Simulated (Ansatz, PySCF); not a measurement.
Barrier height from H2 + HS to the transition structure H3S, without zero-point energy, on the benchmark's geometries as Psi4's copy of the set gives them.
Transition structure (charge 0, multiplicity 2, Z-matrix in Å and degrees):
```
S
H 1 1.3377
H 1 1.4291 2 91.15
H 3 1.1495 1 172.62 2 0.00
```
Reactant (charge 0, multiplicity 2):
```xyz
2

S      0.00000     0.00000     0.00000
H      1.34020     0.00000     0.00000
```

Open shells are unrestricted; no spin–orbit coupling.

Correlated levels freeze the cores. CBS: X⁻³ extrapolation of the correlation energy, Hartree–Fock from the larger set.

Programs: Ansatz (Gaussian basis) for Hartree–Fock, density functionals and correlated methods; PySCF for the dispersion terms. 

Problem. Estimate the barrier height that revPBE-D3(BJ)/def2-TZVPPD returns for this input.

Solution. 11.5 kcal/mol

Problem. Give the barrier height at the level B3LYP-D3(BJ)/def2-TZVPPD.

Solution. 14.6 kcal/mol

Problem. What is the computed barrier height (CCSD(T)/CBS(aug-cc-pV(D+d)Z, aug-cc-pV(T+d)Z))?

Solution. 17.4 kcal/mol

Ansatz is an electronic-structure program.
